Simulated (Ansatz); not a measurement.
# H₂O with NH₃: superposition error and deformation, part 3 of 3

Ansatz 0.2.0, Gaussian basis. Earlier steps stand in the parts before.

## Step 25: B97M-V/def2-TZVPPD

The inputs:

free-a/in.yaml

```yaml
crystal:
  periodic: [false, false, false]
  atoms:
    - {symbol: O, position_ang: [-0.059277, -0.377106, -1.867777]}
    - {symbol: H, position_ang: [-0.022737, -0.158063, -0.934233]}
    - {symbol: H, position_ang: [0.081191, 0.455032, -2.324538]}
basis:
  gaussian: {orbitals: "def2-TZVPPD.json"}
hamiltonian: {xc: {name: B97M-V}}
```

free-b/in.yaml

```yaml
crystal:
  periodic: [false, false, false]
  atoms:
    - {symbol: N, position_ang: [0.004022, 0.033464, 1.000143]}
    - {symbol: H, position_ang: [-0.368030, -0.848902, 1.329256]}
    - {symbol: H, position_ang: [0.932065, 0.129828, 1.393518]}
    - {symbol: H, position_ang: [-0.567233, 0.765746, 1.403531]}
basis:
  gaussian: {orbitals: "def2-TZVPPD.json"}
hamiltonian: {xc: {name: B97M-V}}
```

One command serves all of them, each in its own folder.

Command:

```bash
$ ansatz run in.yaml --threads 2 --pin off --events-out ev --progress --plain --max-ram 5222MiB
```

Log of free-a, cut to the lines that bear on the results:

```text
Functional definition: B97M-V
  name "B97M-V"
  cite "Mardirossian & Head-Gordon, J. Chem. Phys. 142, 074111 (2015) doi:10.1063/1.4907719"
  cite "Becke, J. Chem. Phys. 107, 8554 (1997) doi:10.1063/1.475007"
  cite "Vydrov & Van Voorhis, J. Chem. Phys. 133, 244103 (2010) doi:10.1063/1.3521275"
  # Of w^i u^j: cxij and so on, Table III.
[...]
  gx(w, u) = cx00 + cx01*u + cx02*u^2 + (cx10 + cx11*u)*w
[...]
  gos(w, u) = cos00 + cos01*u + cos03*u^3 + cos10*w + cos32*w^3*u^2
[...]
      + integral(e_c_pw_mod_opposite_spin*gos(b97_w_opposite, b97_u_opposite)) + vv10(b, c)
302 factors; their error is unknown
[...]
mean field -2080.01556755 eV, -76.4391622221 hartree, gradient 6.6e-5 eV, S^2 0.000000; 0 other end points of the search recorded, 0 dependent functions left out
reference -2080.01562525 eV, -76.4391643427 hartree; 5, 5 occupied and 69, 69 virtual orbitals, 302 factors
Total energy: -2080.01562525 eV, -76.4391643427 hartree
```

free-b printed, cut to the lines that bear on the results:

```text
[... 5 set-up lines as earlier in the session ...]
  # Of w^i u^j: cxij and so on, Table III.
[...]
  gx(w, u) = cx00 + cx01*u + cx02*u^2 + (cx10 + cx11*u)*w
[...]
  gos(w, u) = cos00 + cos01*u + cos03*u^3 + cos10*w + cos32*w^3*u^2
[...]
      + integral(e_c_pw_mod_opposite_spin*gos(b97_w_opposite, b97_u_opposite)) + vv10(b, c)
356 factors; their error is unknown
[...]
mean field -1539.43526319 eV, -56.5732024554 hartree, gradient 5.4e-5 eV, S^2 0.000000; 0 other end points of the search recorded, 0 dependent functions left out
reference -1539.43530299 eV, -56.5732039180 hartree; 5, 5 occupied and 83, 83 virtual orbitals, 356 factors
Total energy: -1539.43530299 eV, -56.5732039180 hartree
```

Times: 0.7 s (free-a), 0.95 s (free-b) on 2 threads of Arm Neoverse V2, shared host.

## Step 26: HSE06-D4/def2-TZVPPD

Each input of step 25 (free-a, free-b) changes in the same lines:

```diff
-hamiltonian: {xc: {name: B97M-V}}
+hamiltonian: {xc: hse06, dispersion: d4}
```

The same command starts each run, in its folder.

Command:

```bash
$ ansatz run in.yaml --threads 2 --pin off --events-out ev --progress --plain --max-ram 5222MiB
```

Log of free-a, cut to the lines that bear on the results:

```text
[... 6 set-up lines as earlier in the session ...]
[...]
  # The whole range is PBE's own exchange, as in plane waves. The composition of these papers is wPBEh.
[...]
302 factors; their error is unknown
34 factors; integrals over basis functions are off by at most 5.2e-5 eV
[...]
mean field -2078.39960246 eV, -76.3797766005 hartree, gradient 9.0e-5 eV, S^2 0.000000; 0 other end points of the search recorded, 0 dependent functions left out
reference -2078.39964166 eV, -76.3797780409 hartree; 5, 5 occupied and 69, 69 virtual orbitals, 302 factors
Total energy: -2078.40346704 eV, -76.3799186214 hartree
```

free-b printed, cut to the lines that bear on the results:

```text
[... 6 set-up lines as earlier in the session ...]
[...]
  # The whole range is PBE's own exchange, as in plane waves. The composition of these papers is wPBEh.
[...]
356 factors; their error is unknown
44 factors; integrals over basis functions are off by at most 2.7e-6 eV
[...]
mean field -1537.82551866 eV, -56.5140454351 hartree, gradient 2.3e-5 eV, S^2 0.000000; 0 other end points of the search recorded, 0 dependent functions left out
reference -1537.82554511 eV, -56.5140464071 hartree; 5, 5 occupied and 83, 83 virtual orbitals, 356 factors
Total energy: -1537.83374702 eV, -56.5143478220 hartree
```

Wall times: 0.3 s (free-a), 0.35 s (free-b) on 2 threads of Arm Neoverse V2, shared host.

## Step 27: CCSD(T)/def2-TZVPPD

The same edit goes into each in.yaml of step 26 (free-a, free-b):

```diff
-hamiltonian: {xc: hse06, dispersion: d4}
+correlation: {method: ccsd_t}
```

Each run has its own folder and the same command.

Command:

```bash
$ ansatz run in.yaml --threads 2 --pin off --events-out ev --progress --plain --max-ram 5222MiB
```

Output in free-a, cut to the lines that bear on the results:

```text
[... 4 set-up lines as earlier in the session ...]
[...]
427 factors; integrals over basis functions are off by at most 1.1e-3 eV
[...]
mean field -2069.79988998 eV, -76.0637429960 hartree, gradient 1.2e-6 eV, S^2 0.000000; 0 other end points of the search recorded, 0 dependent functions left out
1 core orbitals not correlated: weight in the atoms' cores, before any rotation towards them, 1.000 or more for the frozen orbitals, at most 0.000 for the correlated occupied ones
reference -2069.79988998 eV, -76.0637429960 hartree; 4, 4 occupied and 69, 69 virtual orbitals, 427 factors
second order -7.16984487 eV of doubles, -0.00000000 eV of singles
cycle   1  -7.15175667 eV  change    1.8e-2 eV  update   4.7e-2
[...]
cycle   9  -7.31596775 eV  change    1.7e-6 eV  update   2.9e-6
perturbative correction -0.21983614 eV, -0.0080788290 hartree
Total energy: -2077.33569386 eV, -76.3406786808 hartree
```

Log of free-b, cut to the lines that bear on the results:

```text
[... 4 set-up lines as earlier in the session ...]
[...]
500 factors; integrals over basis functions are off by at most 7.6e-4 eV
[...]
mean field -1529.87709113 eV, -56.2219461110 hartree, gradient 4.9e-7 eV, S^2 0.000000; 0 other end points of the search recorded, 0 dependent functions left out
1 core orbitals not correlated: weight in the atoms' cores, before any rotation towards them, 1.000 or more for the frozen orbitals, at most 0.000 for the correlated occupied ones
reference -1529.87709113 eV, -56.2219461110 hartree; 4, 4 occupied and 83, 83 virtual orbitals, 500 factors
second order -6.43525978 eV of doubles, -0.00000000 eV of singles
cycle   1  -6.61127666 eV  change   -1.8e-1 eV  update   4.2e-2
[...]
cycle   9  -6.76756894 eV  change    3.0e-6 eV  update   5.7e-6
perturbative correction -0.21609033 eV, -0.0079411731 hartree
Total energy: -1536.86075040 eV, -56.4785908555 hartree
```

They took 0.4 s (free-a), 0.55 s (free-b) on 2 threads of Arm Neoverse V2, shared host.

## Step 28: The split

```
      method  interaction with counterpoise (kJ/mol)  without  superposition error  deformation  binding energy
      PBE-D4                                  -31.09   -31.73                 0.63         0.02          -31.08
   revPBE-D4                                  -27.32   -27.97                 0.65         0.03          -27.30
     BLYP-D4                                  -27.99   -28.68                 0.69        -0.15          -28.14
   r2SCAN-D4                                  -29.19   -29.74                 0.54         0.68          -28.51
      B97M-V                                  -27.21   -27.68                 0.47         1.11          -26.10
     PBE0-D4                                  -30.37   -30.87                 0.50         0.80          -29.58
    B3LYP-D4                                  -28.83   -29.38                 0.55         0.52          -28.32
    HSE06-D4                                  -30.32   -30.80                 0.48         0.79          -29.53
     wB97X-V                                  -27.78   -28.26                 0.48         0.63          -27.15
     wB97M-V                                  -27.42   -28.02                 0.60         0.69          -26.73
      B2PLYP                                  -26.12   -27.16                 1.04         0.67          -25.46
Hartree-Fock                                  -18.46   -18.81                 0.35         2.11          -16.36
         MP2                                  -25.97   -28.24                 2.27         0.76          -25.21
        CCSD                                  -24.10   -26.11                 2.01         0.92          -23.18
     CCSD(T)                                  -25.47   -27.69                 2.22         0.75          -24.72
```

## Step 29: What came out

The summary covers parts 1 to 3.

```
            quantity          value
interaction, CCSD(T)  -25.47 kJ/mol
 superposition error    2.22 kJ/mol
         deformation    0.75 kJ/mol
      binding energy  -24.72 kJ/mol
```

What this shows: In this basis the superposition error is 2.22 kJ/mol for CCSD(T) and 0.57 kJ/mol on average for the plain functionals: correlated methods borrow far more, since they need many more functions to converge. Deformation takes back 3 % of the interaction. The free shapes are PBE0-D4 minima, so other methods can show a small negative deformation energy.
